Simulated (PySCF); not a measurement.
COS.
Bonds: O1–C2 (double), C2–S3 (double).

The same species was optimised twice, with GFN2-xTB and with PBE0-D3(BJ)/def2-SVP (PySCF), and the same property calculations (PySCF, gas phase) were run on both structures.

```tsv
coordinate	GFN2-xTB	PBE0-D3(BJ)/def2-SVP	change
C2=S3 (Å)	1.539	1.564	+0.025
O1=C2 (Å)	1.154	1.156	+0.002
O1–C2–S3 (°)	180.0	179.8	-0.2
```

Rotational constants: B = 6221 MHz (linear) (GFN2-xTB) against B = 6086 MHz (linear) (PBE0-D3(BJ)/def2-SVP). Point groups within 0.08 Å: C∞v and C∞v.

On the GFN2-xTB structure: HOMO (eV) -8.79 [PBE0/pcSseg-1]; LUMO (eV) -0.72 [PBE0/pcSseg-1]; dipole (D) 0.69 [PBE0/pcSseg-1]; GIAO shielding of O1 (ppm) 77.8 [PBE0/pcSseg-1]; GIAO shielding of C2 (ppm) 25.5 [PBE0/pcSseg-1]; GIAO shielding of S3 (ppm) 785.8 [PBE0/pcSseg-1].

Question: What do these properties become on the PBE0-D3(BJ)/def2-SVP structure?

Answer: 
```tsv
property	level	on GFN2-xTB	on PBE0-D3(BJ)/def2-SVP	change
HOMO (eV)	PBE0/pcSseg-1	-8.79	-8.75	+0.04
LUMO (eV)	PBE0/pcSseg-1	-0.72	-0.82	-0.10
dipole (D)	PBE0/pcSseg-1	0.69	0.61	-0.08
energy, GFN2-xTB geometry as zero (kcal/mol)	PBE0/pcSseg-1	0.0	-0.5	-0.5
GIAO shielding of O1 (ppm)	PBE0/pcSseg-1	77.8	66.9	-10.9
GIAO shielding of C2 (ppm)	PBE0/pcSseg-1	25.5	22.5	-3.0
GIAO shielding of S3 (ppm)	PBE0/pcSseg-1	785.8	768.5	-17.3
```

The heavy atoms differ by 0.013 Å rms after alignment. Among all bonds C2=S3 changes most (+0.025 Å). Changes are differences of the printed values. Neither structure is proved a minimum here.
